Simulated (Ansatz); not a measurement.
Results of r²SCAN+rVV10 (PAW; Ansatz, a program for electronic structure) for hcp Ho.

Run with plane-wave cutoff 500 eV, 24×24×14 k mesh (along the axes of the cell as run), Fermi–Dirac smearing 0.1 eV, spin-polarised with parallel moments, scalar-relativistic PAW data made under PBE.

Cell (relaxed at this level):

```yaml
crystal:
  lattice:
    - [1.79804, -3.11430, 0.00000]
    - [1.79804, 3.11430, 0.00000]
    - [0.00000, 0.00000, 5.76895]
  atoms:
    - { symbol: Ho, position: [0.33333, 0.66667, 0.25000] }
    - { symbol: Ho, position: [0.66667, 0.33333, 0.75000] }
```

Question: Give the computed magnetic moment per atom (the cell's total over its atoms).

Answer: 
- magnetic moment per atom (the cell's total over its atoms): 4.53 μB

Note: the 4f shell is treated without U or exact exchange, so its levels and filling can be wrong; the collinear magnetic order is the start's and need not be the measured one.

Moments are spin moments.

Spin–orbit coupling is not included.

Static lattice: no zero-point or thermal effects.

It cost around 19 core-minutes (rough) of CPU time.
